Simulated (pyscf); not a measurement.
Elimination: `[SiH3][GeH2][SiH3]` → `[SiH2]=[GeH][SiH3]` + `[H][H]`

Gas phase, singlet surface, charge 0. Bonds broken: Si1–H4, Ge2–H7. Bonds formed: H4–H7. Single points on ωB97X-D3(BJ)/def2-SVP structures (PySCF, gas phase).

Transition state (Å):

```xyz
11

Si     0.4658     0.0841    -0.0010
Ge    -0.8198     1.5467     1.4622
Si    -2.7753     0.3141     0.8549
H      1.6486    -0.1279     1.1509
H      0.2155    -1.3795    -0.1112
H      1.4388     0.5750    -1.0126
H      0.9337     0.5073     1.5431
H     -0.7818     2.6709     0.3740
H     -3.0650     0.2636    -0.6140
H     -2.5974    -1.0994     1.3158
H     -3.9901     0.8630     1.5317
```

One imaginary mode, 1185i cm⁻¹; descent along it reached the two sides named.

| bond | change | reactant side (Å) | saddle | product side |
|---|---|---|---|---|
| Si1–H4 | breaks | 1.492 | 1.665 | 3.5 |
| Ge2–H7 | breaks | 1.533 | 2.040 | 4.8 |
| H4–H7 | forms | 3.7 | 1.034 | 0.761 |

Electronic energies relative to the reactant's lowest minimum found (kcal/mol):

| level | barrier | reaction energy | reverse barrier |
|---|---|---|---|
| ωB97X-D3(BJ)/def2-TZVP | 74.7 | +48.6 | 26.1 |
| PBE/def2-TZVP | 60.7 | +41.8 | 18.9 |
| r²SCAN/def2-TZVP | 65.8 | +44.6 | 21.3 |
| B3LYP-D3(BJ)/def2-TZVP | 68.5 | +44.2 | 24.4 |
| PBE0-D3(BJ)/def2-TZVP | 66.9 | +46.7 | 20.2 |
| M06-2X/def2-TZVP | 70.4 | +44.9 | 25.5 |
| ωB97M-D3(BJ)/def2-TZVP | 71.1 | +47.6 | 23.5 |
| HF/def2-TZVP | 92.5 | +52.6 | 39.9 |

With ωB97M-D3(BJ)/def2-TZVP energies and thermal terms (ideal gas, 1 atm, RRHO with modes under 100 cm⁻¹ raised to 100, one conformer, R ln 2 for chiral ones without a mode under 150 cm⁻¹), in kcal/mol:

| T (K) | ΔH‡ | ΔG‡ | ΔH | ΔG |
|---|---|---|---|---|
| 298 | 68.8 | 68.6 | +45.0 | +36.1 |
| 600 | 68.4 | 68.6 | +45.6 | +26.9 |
| 900 | 68.0 | 68.8 | +45.4 | +17.5 |
| 1200 | 67.7 | 69.1 | +44.8 | +8.3 |

At the saddle there is also a short H–Si contact that neither side keeps. The same reactants have a lower exit, to SiH₄ + H₃Si–GeH: [singlet] (highest point, the separated products, at +41.4 kcal/mol at ωB97M-D3(BJ), against +71.1 kcal/mol here). H₂Si=GeH–SiH₃ may be a fragile minimum: a first optimisation, from another start, lost the drawn bonds. H₂Si=GeH–SiH₃ lies 6.2 kcal/mol over its isomer H₃Si–Ge:–SiH₃ [singlet] (electronic energy, ωB97M-D3(BJ)). One saddle was located; it need not be the lowest between these sides. Elements up to Kr have no core potential and no relativistic terms here.
